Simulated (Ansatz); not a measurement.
`NC=C(O)O`, charge 0, multiplicity 1.

Q: Give a relaxed structure at PBE0-D4/def2-TZVP (Ansatz 0.2.0). (An estimate is asked.)

A: Computed: 
Cartesian coordinates in Å:
```
N 1.083 0.570 -0.817
C 0.126 0.523 0.240
C -0.635 -0.582 0.298
O -0.511 -1.578 -0.572
O -1.591 -0.848 1.193
H 0.928 1.338 -1.457
H 2.037 0.626 -0.485
H 0.011 1.328 0.960
H 0.204 -1.270 -1.162
H -1.651 -0.107 1.803
```
Point group Cs.
This is one stationary point; other conformers may exist.
